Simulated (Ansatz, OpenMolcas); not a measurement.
# How basis sets differ on S2 (sulfur dimer)

The species is S2 (2 atoms), meant as a triplet with charge 0. As SMILES, `S=S`. The bond length is the measured one.

```xyz
2

S     0.0000    0.0000    0.0000
S     0.0000    0.0000    1.8892
```

Quantity: the vertical ionisation energy (to the doublet cation), in eV. The values are calculated.

```
                           level          kind     program  value (eV)  CPU time (all runs)
                      UHF/STO-3G  Hartree–Fock      Ansatz        5.74               0.41 s
                       UHF/3-21G  Hartree–Fock  OpenMolcas       10.18                3.4 s
                       UHF/6-31G  Hartree–Fock  OpenMolcas       10.11                3.9 s
UHF/6-31G* (spherical functions)  Hartree–Fock  OpenMolcas        9.69                4.3 s
                    UHF/6-311G**  Hartree–Fock  OpenMolcas        9.65                4.6 s
                  UHF/6-311++G**  Hartree–Fock  OpenMolcas        9.65                5.4 s
                     UHF/cc-pVTZ  Hartree–Fock      Ansatz        9.08                4.1 s
             UHF/6-311++G(2d,2p)  Hartree–Fock  OpenMolcas        9.50                6.9 s
           UHF/6-311++G(3df,3pd)  Hartree–Fock  OpenMolcas        9.52                 14 s
```

The values span 5.74 to 10.18 eV. Spin contamination of the reference (⟨S²⟩ at least 0.1 too high) touches UHF/STO-3G, UHF/cc-pVTZ. Without the sets that lack polarisation functions the rows with a basis span only 9.08 to 9.69 eV. CPU times are rough (shared hosts, several kinds of processor): they show what a rung costs within a factor of a few.
